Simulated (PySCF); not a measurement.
Gas-phase reaction: SiO(OH)2 + SiH4 + Si ⇌ 3 H2SiO

Method: PySCF energies plus ideal-gas RRHO corrections (1 bar). † marks an energy on the PBE0/def2-TZVP geometry and frequencies; other levels use their own. MP2 freezes the core. 6-31G* has spherical d functions here. Open shells (unrestricted): Si (multiplicity 3); the rest are closed-shell singlets. Spin-orbit splitting is ignored; it lowers the true energy and changes the entropy of Si. SiO(OH)2, H2SiO: computed as isolated molecules; such fragments, hydroxides, amides, oligomers or adducts are transient or little studied in the gas. MP2 isn't extrapolated to the basis-set limit.

PBE0/def2-TZVP gives ΔH°(298 K) = 44 kJ.

What do HF/6-31G*, MP2/def2-TZVPP†, M06-2X/def2-TZVP† give?

HF/6-31G*: 165 kJ; MP2/def2-TZVPP†: 16 kJ; M06-2X/def2-TZVP†: 47 kJ. For scale, ΔH°(298 K) is 44 kJ at this level, 24 kJ at ωB97M-V/def2-TZVP†, and runs from -501 to 165 kJ over the 20 levels computed († marks an energy on the PBE0/def2-TZVP geometry).
